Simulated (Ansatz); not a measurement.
Ansatz (a program for electronic structure) input (MP2/cc-pV(T+d)Z): A basis named .json is the Basis Set Exchange file of that set (core-valence sets with the plain set on hydrogen).

Ansatz 0.2 input:
```yaml
crystal:
  periodic: [false, false, false]
  atoms:
    - {symbol: Si, position_ang: [0.08512521, 0.08333339, 0.08368655]}
    - {symbol: H, position_ang: [-0.93940997, -0.90765273, 0.67751647]}
    - {symbol: H, position_ang: [-0.91388705, 0.68123940, -0.93063229]}
    - {symbol: H, position_ang: [0.66154409, -0.94025419, -0.91849584]}
basis:
  gaussian:
    orbitals: cc-pV_T+d_Z.json
    fitting: {mean_field: def2-universal-jkfit, correlation: def2-SVP-RIFIT.json}
total_charge: -1
magnetization: {spin_polarized: false}
correlation: {method: mp2, electrons: outside_noble_gas}
```

Output:

```
Functional definition: HF
integrals: 0.01 GiB planned
182 factors; integrals over basis functions are off by at most 1.2e0 eV
104 factors; integrals over basis functions are off by at most 7.1e0 eV
mean field: 0.09 GiB planned
mean field evaluation 1: about -7908.1598 eV, gradient 1.0e1 eV
mean field evaluation 2: about -7908.7237 eV, gradient 3.1e0 eV
mean field evaluation 4: about -7908.7994 eV, gradient 1.9e-1 eV
mean field -7908.79987069 eV, -290.6430344708 hartree, gradient 1.8e-6 eV, S^2 0.000000; 0 other end points of the search recorded, 0 dependent functions left out
5 core orbitals not correlated
reference -7908.79987069 eV, -290.6430344708 hartree; 4, 4 occupied and 72, 72 virtual orbitals, 104 factors
second order -4.10098922 eV of doubles, -0.00000000 eV of singles
Total energy: -7912.90085991 eV, -290.7937430448 hartree
```
